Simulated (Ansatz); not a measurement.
Geometry optimisation, RKS PBE-D4/def2-SVP (Ansatz).

Input:

```yaml
crystal:
  periodic: [false, false, false]
  atoms:
    - { symbol: B, position_ang: [0.0, 0.0, 0.0] }
    - { symbol: H, position_ang: [0.0, 0.0, 1.19] }
    - { symbol: F, position_ang: [1.1431, 0.0, -0.66] }
    - { symbol: F, position_ang: [-1.1431, 0.0, -0.66] }
basis:
  gaussian: { orbitals: def2-SVP }
hamiltonian:
  xc: pbe
  dispersion: d4
relax:
  f_tol: 0.02
  max_steps: 40
```

Run as:

```bash
$ ansatz run input.yaml --threads 1 --pin off --max-ram 2048MiB --backend cpu --events-out ev --progress --plain --runs-dir out
```

Where does it end, and by what steps?

The forces met the threshold. After 3 steps the energy has fallen by 0.012 eV; H2 moved furthest, 0.03 Å.

```json
{"step": "0", "energy less start (eV)": "0.0000", "largest force component (eV/Å)": "0.567", "accepted": "yes"}
{"step": "1", "energy less start (eV)": "-0.0099", "largest force component (eV/Å)": "0.139", "accepted": "yes"}
{"step": "2", "energy less start (eV)": "-0.0117", "largest force component (eV/Å)": "0.044", "accepted": "yes"}
{"step": "3", "energy less start (eV)": "-0.0117", "largest force component (eV/Å)": "0.007", "accepted": "yes"}
```

```xyz
4
Properties=species:S:1:pos:R:3
B 0.000 0.000 0.006
H 0.000 0.000 1.217
F 1.135 0.000 -0.676
F -1.135 0.000 -0.676
```

Whether the end is a true minimum wasn't checked by a vibrational analysis.

The run took 3.5 s on 1 thread of Arm Neoverse V1 (shared host), peak memory 0.095 GiB.
